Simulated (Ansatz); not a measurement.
Molecule: methylsilane, CH6Si (charge 0, singlet). 
Structure (B3LYP-D3(BJ)/def2-TZVP (Ansatz, a program for electronic structure) minimum search):
```xyz
8

C      0.0034    -0.0064    -1.2421
Si    -0.0017     0.0033     0.6340
H      0.0118    -1.0282    -1.6256
H     -0.8824     0.4951    -1.6359
H      0.8840     0.5079    -1.6311
H     -0.0132     1.3943     1.1492
H     -1.2005    -0.6969     1.1567
H      1.2042    -0.6795     1.1632
```
Charge 0, spin multiplicity 1.

Computed values are from Ansatz. Cores are frozen in the correlated levels unless marked. UHF or UKS for open shells. No spin-orbit coupling. No relativistic terms. CBS marks a two-point X^-3 extrapolation of the correlation energy; Hartree-Fock from the larger set. [CCSD(T)-MP2]/basis is that difference in the basis named.

Problem. What is the vertical ionisation energy (to the doublet) at RI-MP2/CBS(def2-TZVPPD,def2-QZVPPD)+[CCSD(T)-MP2]/def2-TZVPPD?

Solution. 11.82 eV.

Problem. What is the T1 diagnostic at CCSD/aug-cc-pV(T+d)Z?

Solution. 0.010.

Problem. What is the dipole moment at CCSD(T)/aug-cc-pV(D+d)Z?

Solution. 0.74 D.

Problem. What is the total energy at RI-MP2/CBS(def2-TZVPPD,def2-QZVPPD)+[CCSD(T)-MP2]/def2-TZVPPD?

Solution. -330.7369 Eh.

Problem. What is the atomisation energy De at RI-MP2/CBS(def2-TZVPPD,def2-QZVPPD)+[CCSD(T)-MP2]/def2-TZVPPD?

Solution. 629.1 kcal/mol.
